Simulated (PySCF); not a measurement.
**How good is the calculation?**

Geometry (Å), atoms numbered from 1 in this order:
```xyz
9

F    -1.6748   -1.4876    0.3756
C    -0.7717   -0.5243    0.1375
C     0.6204   -0.7720    0.1340
C     1.3173    0.3608   -0.1304
S     0.2918    1.7189   -0.3739
C    -1.1115    0.7657   -0.1183
H     1.0526   -1.7375    0.3179
H     2.3791    0.4844   -0.1981
H    -2.0896    1.1977   -0.1695
```

Published estimates (parent shift plus substituent increments) and measurements: δ ¹H H8 7.00; H7 6.69; H9 6.51 ppm (estimated from measurements, as parent shift plus tabulated substituent increment; solution, not stated per compound (mostly CDCl3 or CCl4); Pretsch, Buehlmann, Badertscher, Structure Determination of Organic Compounds, 4th ed. (2009)).

PySCF calculation with shielding tensors at PBE0/pcSseg-1 (GIAO) and GFN2-xTB geometry; isolated molecule, no relativistic terms, single conformer.

(1) Set the calculated values beside the experiment.

(2) How far are the unscaled ¹H shifts from the references?

Answers

(1) 
Reference values: estimated from measurements, as parent shift plus tabulated substituent increment (solution, not stated per compound (mostly CDCl3 or CCl4); Pretsch, Buehlmann, Badertscher, Structure Determination of Organic Compounds, 4th ed. (2009)).
```json
{"atoms": "H8", "quantity": "δ ¹H", "reference": "7.00", "computed": "7.09", "computed, scaled": "6.78"}
{"atoms": "H7", "quantity": "δ ¹H", "reference": "6.69", "computed": "7.01", "computed, scaled": "6.71"}
{"atoms": "H9", "quantity": "δ ¹H", "reference": "6.51", "computed": "6.66", "computed, scaled": "6.37"}
```

Computed shifts are σ(ref) − σ with the named reference compound (TMS for H and C) calculated as an isolated molecule at the same level. The measured values may be among those fitted. Shieldings were converted by linear fits to measured shifts (mostly CDCl3, TMS scale, for H and C): ¹H (scatter 0.17 ppm rms, 0.18 ppm with the 4 outliers that the fit left out). Occasional misses reach two or three times the rms, and more in compound classes unlike the fitted ones.

(2) Mean signed difference +0.19 ppm, mean absolute 0.19 ppm over 3 comparisons; the largest is +0.32 ppm at H7 (hydrogen on an aromatic CH).
